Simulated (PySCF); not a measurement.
Calculation: B3LYP-D3(BJ)/def2-TZVP // PBE0-D3(BJ)/def2-SVP run with PySCF. All species are isolated molecules in the gas phase. B3LYP has the VWN-RPA correlation part, as in Gaussian. Delta-SCF ions had no search for a lower state. 

Reference species (SMILES): `S` (neutral, multiplicity 1).

```
Property                                   Value
--------------------------------------  --------
vertical ionisation energy (Delta-SCF)  10.40 eV
HOMO–LUMO gap                            7.47 eV
HOMO                                    -7.22 eV
dipole moment                             1.11 D
```

After one change: the vertical ionisation energy (Delta-SCF) falls by 0.44 eV; the HOMO–LUMO gap goes up by 0.76 eV; the HOMO stays essentially unchanged; the dipole moment rises by 0.05 D.

Which change was made? The new species is one of these.
A) `O`
B) `CO`
C) `COC`
D) `C#N`

C, `COC`
